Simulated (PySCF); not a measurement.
Molecule: N-Methylacetamide, C3H7NO.

Geometry:
```tsv
atom	x (Å)	y (Å)	z (Å)
C1	1.866	0.091	0.306
N2	0.531	-0.397	0.079
C3	-0.525	0.459	0.050
C4	-1.872	-0.173	-0.229
O5	-0.386	1.655	0.214
H6	2.134	0.863	-0.432
H7	1.966	0.547	1.304
H8	2.578	-0.741	0.225
H9	0.375	-1.386	-0.046
H10	-2.624	0.317	0.404
H11	-1.897	-1.258	-0.056
H12	-2.146	0.024	-1.276
```

Geometry PBE0-D3(BJ)/def2-SVP throughout; GIAO in PySCF 2.14, gas phase, one conformer, non-relativistic; equivalent atoms averaged; basis pcSseg-2.

(1) How do the absolute shieldings σ depend on the functional? (ppm; last column core-seconds on shared hosts with different chips, so compare them loosely)

(2) Which nucleus moves most, in ppm?

Results:

(1) 
```
functional                    kind    C3     C1     C4     N2     O5     H9  H6/H7/H8  H10/H11/H12  core-s
        HF            Hartree–Fock  11.7  167.2  167.5  161.6  -56.5  27.39     28.80        29.91      10
       LDA                     LDA   6.4  156.3  157.1  131.8  -82.5  25.88     27.84        29.02      24
       PBE                     GGA  10.3  154.2  156.1  133.3  -74.1  26.40     28.24        29.43      28
      BLYP                     GGA   4.5  149.5  151.4  128.8  -77.5  26.65     28.38        29.60      30
      BP86                     GGA  10.1  153.7  155.6  132.9  -72.4  26.49     28.30        29.49      28
      OPBE                     GGA  21.5  158.5  161.6  140.9  -58.6  26.38     28.31        29.48      30
       KT2                     GGA  20.3  157.2  160.1  139.9  -51.7  26.55     28.22        29.46      31
       KT3                     GGA  21.0  155.5  159.0  139.9  -49.4  26.69     28.40        29.63      33
     B97-D                     GGA  13.2  153.1  155.7  135.3  -60.6  26.68     28.43        29.64      29
     B3LYP           global hybrid   4.7  153.9  155.1  135.3  -79.4  26.77     28.43        29.63      19
      PBE0           global hybrid  10.3  159.0  160.2  141.1  -76.1  26.60     28.35        29.51      19
  mPW1PW91           global hybrid   9.4  158.1  159.5  140.2  -77.4  26.67     28.40        29.56      19
      WP04           global hybrid  -4.1  140.8  147.6  126.7  -94.9  26.65     29.00        29.87      29
     B97-2           global hybrid  11.5  154.3  160.3  142.9  -82.0  26.46     28.72        29.63      28
 BHandHLYP           global hybrid   4.6  155.8  160.6  146.4  -89.5  26.65     28.79        29.69      28
 CAM-B3LYP  range-separated hybrid   2.4  154.1  158.6  142.3  -92.4  26.49     28.67        29.57      38
   wB97X-D  range-separated hybrid   6.9  155.4  160.2  143.1  -90.8  26.52     28.73        29.61      33
   LC-wPBE  range-separated hybrid   5.4  159.9  163.4  149.8  -87.1  26.54     28.74        29.58      55
```

(2) O5 (amide-type carbonyl oxygen): from -94.9 ppm with WP04 to -49.4 ppm with KT3. The smallest spread is 0.90 ppm, at H10/H11/H12. Proton shifts span only some 12 ppm, so a few tenths of a ppm matter as much there as several ppm in carbon.
